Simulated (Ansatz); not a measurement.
I need harmonic frequencies at the relaxed geometry of C4H4O, SMILES CC#CC=O. Use the Python package of Ansatz (0.2.0). Settings (for the species named): PBE0, def2-SVP basis, multiplicity 1.

```xyz
9

C    -0.7644   -1.5617   -0.6121
C    -0.1811   -0.3020   -0.1213
C     0.3214    0.6994    0.2752
C     1.0659    1.9050    0.7768
O     2.1855    2.0876    0.5773
H    -1.4139   -1.9775    0.1553
H    -0.0346   -2.2348   -0.9572
H    -1.4320   -1.2745   -1.4754
H     0.3417    2.6123    1.3642
```

`c4h4o_freq.py`:
```python
# -*- coding: utf-8 -*-
'''Harmonic frequencies of C4H4O at its relaxed geometry.'''

import warnings

import ansatz as az
import numpy as np

warnings.simplefilter('ignore', az.DeckWarning)

mol = (
    az.Crystal.molecule()
    .atom('C', (-0.7644, -1.5617, -0.6121))
    .atom('C', (-0.1811, -0.302, -0.1213))
    .atom('C', (0.3214, 0.6994, 0.2752))
    .atom('C', (1.0659, 1.905, 0.7768))
    .atom('O', (2.1855, 2.0876, 0.5773))
    .atom('H', (-1.4139, -1.9775, 0.1553))
    .atom('H', (-0.0346, -2.2348, -0.9572))
    .atom('H', (-1.432, -1.2745, -1.4754))
    .atom('H', (0.3417, 2.6123, 1.3642))
)

base = mol.calculation()
base = base.basis(gaussian='def2-SVP')
base = base.functional('PBE0')
symbols = [site.symbol for site in mol.cartesian_sites]
start = np.array([site.position_ang for site in mol.cartesian_sites], dtype=float)
data = base.relax(force_tolerance=0.003).run(threads=1, backend='cpu').report
end = np.array(data['positions_ang'])

print('final positions (A) and the move of each atom')
for symbol, xyz, old in zip(symbols, end, start):
    print(f'{symbol:2s} {xyz[0]:10.5f} {xyz[1]:10.5f} {xyz[2]:10.5f}   {np.linalg.norm(xyz - old):7.4f}')

# frequencies need a stationary point, so they are taken at the relaxed geometry
minimum = az.Crystal.molecule()
for symbol, xyz in zip(symbols, end):
    minimum = minimum.atom(symbol, xyz.tolist())
vibrating = minimum.calculation()
vibrating = vibrating.basis(gaussian='def2-SVP').functional('PBE0')
vibrating = vibrating.phonons(temperatures=(100, 500, 100))
vib = vibrating.run(threads=1, backend='cpu').report['vibrations']
sums = vib['harmonic_sums']
modes = [m['omega_inv_cm'] for m in sums['modes_at_gamma'] if m['rigid_motion'] == 'no']
print('frequencies (1/cm):', ' '.join(f'{w:.0f}' for w in modes))
print('imaginary modes:', sum(w < 0 for w in modes), ' zero-point energy:', round(sums['zero_point_energy_ev'], 4), 'eV')
print('T (K)   F_vib (eV)   S_vib (meV/K)   C_vib (meV/K)')
for row in zip(sums['temperatures_k'], sums['vibrational_free_energy_ev'], vib['entropy_ev_per_k'], vib['heat_capacity_ev_per_k']):
    print(f'{row[0]:6.1f} {row[1]:11.4f} {1000 * row[2]:13.4f} {1000 * row[3]:15.4f}')
```

Running `python c4h4o_freq.py` prints:
```text
final positions (A) and the move of each atom
C    -0.79808   -1.51872   -0.61884    0.0550
C    -0.14456   -0.32065   -0.13128    0.0422
C     0.41445    0.68180    0.26956    0.0949
C     1.03115    1.88909    0.77191    0.0385
O     2.18122    2.19966    0.58694    0.1126
H    -1.44325   -1.95933    0.15694    0.0346
H    -0.06191   -2.27501   -0.93094    0.0552
H    -1.43278   -1.28225   -1.48745    0.0143
H     0.34225    2.53920    1.36594    0.0731
RunWarning: phonons: modes at or below zero, which the zero-point energy, F, S and C_V leave out: 1, the lowest at -15.99 cm⁻¹. A minimum has none, and a first-order saddle one
frequencies (1/cm): -16 135 176 352 414 580 832 1017 1022 1029 1189 1386 1412 1434 1439 1832 2355 2951 3056 3150 3157
imaginary modes: 1  zero-point energy: 1.7926 eV
T (K)   F_vib (eV)   S_vib (meV/K)   C_vib (meV/K)
 100.0      1.7904        0.0723          0.1390
 200.0      1.7760        0.2177          0.2935
 300.0      1.7469        0.3649          0.4441
 400.0      1.7030        0.5137          0.5970
 500.0      1.6441        0.6623          0.7367
```
(Warnings from the package without file and line.)

The frequencies are harmonic and unscaled, in a modest basis. The result belongs to the one conformer reached from this start, and soft torsions count as harmonic oscillators. The script silences the warnings on its input, which a real study should read. Run time: 2.7 min on 1 thread of Intel(R) Xeon(R) Platinum 8375C CPU @ 2.90GHz (Ice Lake), on a shared host, peak memory 0.25 GiB.

(A comment or docstring line of the script was reworded after the run, the code is as it ran; lines on the test bed's own set-up are left out of the output.)
